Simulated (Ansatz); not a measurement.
Geometry optimisation, RKS r2SCAN-D4/def2-SVP (Ansatz 0.2.0).

Input file:

```yaml
crystal:
  periodic: [false, false, false]
  atoms:
    - { symbol: C, position_ang: [-0.59001, 0.71454, -0.56447] }
    - { symbol: Si, position_ang: [0.83587, -0.56451, -0.47073] }
    - { symbol: Mg, position_ang: [0.3171, -1.03515, 1.90592] }
    - { symbol: H, position_ang: [-1.55153, 0.23079, -0.36806] }
    - { symbol: H, position_ang: [-0.66351, 1.20939, -1.52993] }
    - { symbol: H, position_ang: [-0.45589, 1.49041, 0.19548] }
    - { symbol: H, position_ang: [2.03548, 0.19921, -0.9194] }
    - { symbol: H, position_ang: [0.58753, -1.46575, -1.6293] }
    - { symbol: H, position_ang: [-0.51504, -0.77894, 3.38049] }
basis:
  gaussian: { orbitals: def2-SVP }
hamiltonian:
  xc: r2scan
  dispersion: d4
relax:
  f_tol: 0.015
  max_steps: 40
output:
  orbitals: {}
```

Launched with:

```bash
$ ansatz run input.yaml --threads 2 --pin off --max-ram 3072MiB --backend cpu --events-out ev --progress --plain --runs-dir out
```

Task: Where does it end, and by what steps?

Result: The run converged. After 8 steps the energy has fallen by 0.282 eV; H9 moved furthest, 1.15 Å.

| step | energy less start (eV) | largest force component (eV/Å) | accepted |
| --- | --- | --- | --- |
| 0 | 0.0000 | 0.751 | yes |
| 1 | -0.1175 | 0.140 | yes |
| 2 | -0.1699 | 0.144 | yes |
| 3 | -0.2076 | 0.198 | yes |
| 4 | -0.2457 | 0.183 | yes |
| 5 | -0.2711 | 0.216 | yes |
| 6 | -0.2792 | 0.157 | yes |
| 7 | -0.2819 | 0.015 | yes |
| 8 | -0.2820 | 0.004 | yes |

```xyz
9
Properties=species:S:1:pos:R:3
C -0.674 0.922 -0.902
Si 0.573 -0.380 -0.283
Mg 0.320 -1.118 2.199
H -1.709 0.554 -0.819
H -0.488 1.171 -1.959
H -0.602 1.853 -0.318
H 1.953 0.168 -0.541
H 0.474 -1.566 -1.208
H 0.154 -1.604 3.830
```

Whether the end is a true minimum wasn't checked by a vibrational analysis.

The run took 15 s on 2 threads of Intel(R) Xeon(R) Platinum 8488C (Sapphire Rapids) (shared host), peak memory 0.19 GiB.
